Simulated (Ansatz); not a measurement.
```yaml
crystal:
  periodic: [false, false, false]
  atoms:
    - {symbol: Hf, position_ang: [0.000000, 0.000000, 0.000000]}
    - {symbol: O, position_ang: [1.217470, 1.217470, 1.217470]}
    - {symbol: O, position_ang: [-1.217470, -1.217470, 1.217470]}
    - {symbol: O, position_ang: [-1.217470, 1.217470, -1.217470]}
    - {symbol: O, position_ang: [1.217470, -1.217470, -1.217470]}
basis:
  gaussian: {orbitals: def2-TZVP}
hamiltonian: {xc: pbe0}
relax: {f_tol: 0.004, max_steps: 80}
```

```sh
$ ansatz run in.yaml --threads 1 --pin off --events-out ev --progress --plain --max-ram 2176MiB
```

Steps of the relaxation (energy above the last step; positions in Å, forces in eV/Å):

```
5
step 1, 6723.3 meV
Hf    0.000    0.000    0.000    0.000    0.000    0.000
O     1.217    1.217    1.217   -1.843   -1.330   -1.843
O    -1.217   -1.217    1.217    1.843    1.330   -1.843
O    -1.217    1.217   -1.217    1.843   -1.330    1.843
O     1.217   -1.217   -1.217   -1.843    1.330    1.843
```

```
5
step 2, 5622.7 meV
Hf    0.000    0.000    0.000    0.000    0.000    0.000
O     1.081    1.189    1.081    0.147    0.777    0.147
O    -1.081   -1.189    1.081   -0.147   -0.777    0.147
O    -1.081    1.189   -1.081   -0.147    0.777   -0.147
O     1.081   -1.189   -1.081    0.147   -0.777   -0.147
```

```
5
step 3, 5137.2 meV
Hf    0.000    0.000    0.000    0.000    0.000    0.000
O     1.007    1.353    1.007   -0.443    0.385   -0.443
O    -1.007   -1.353    1.007    0.443   -0.385   -0.443
O    -1.007    1.353   -1.007    0.443    0.385    0.443
O     1.007   -1.353   -1.007   -0.443   -0.385    0.443
```

```
5
step 5, 3344.7 meV
Hf    0.000    0.000    0.000    0.000    0.000    0.000
O     0.798    1.607    0.798   -1.360    0.261   -1.360
O    -0.798   -1.607    0.798    1.360   -0.261   -1.360
O    -0.798    1.607   -0.798    1.360    0.261    1.360
O     0.798   -1.607   -0.798   -1.360   -0.261    1.360
```

```
5
step 9, 19.8 meV
Hf    0.000    0.000    0.000    0.000    0.000    0.000
O     0.516    1.810    0.516    0.475    0.184    0.475
O    -0.516   -1.810    0.516   -0.475   -0.184    0.475
O    -0.516    1.810   -0.516   -0.475    0.184   -0.475
O     0.516   -1.810   -0.516    0.475   -0.184   -0.475
```

```
5
step 11, 0.0 meV
Hf    0.000    0.000    0.000    0.000    0.000    0.000
O     0.526    1.812    0.526    0.000    0.000    0.000
O    -0.526   -1.812    0.526    0.000    0.000    0.000
O    -0.526    1.812   -0.526    0.000    0.000    0.000
O     0.526   -1.812   -0.526    0.000    0.000    0.000
```

Close pairs at the end: O3–O5 1.489 Å, O2–O4 1.489 Å, Hf1–O4 1.959 Å, Hf1–O5 1.959 Å, Hf1–O3 1.959 Å, Hf1–O2 1.959 Å.

A stationary point of restricted PBE0 after 11 steps (its stability towards spin polarisation wasn't tested); no frequencies were run, so it isn't proven a minimum. 2.5 min on 1 thread of Arm Neoverse V1, shared host.
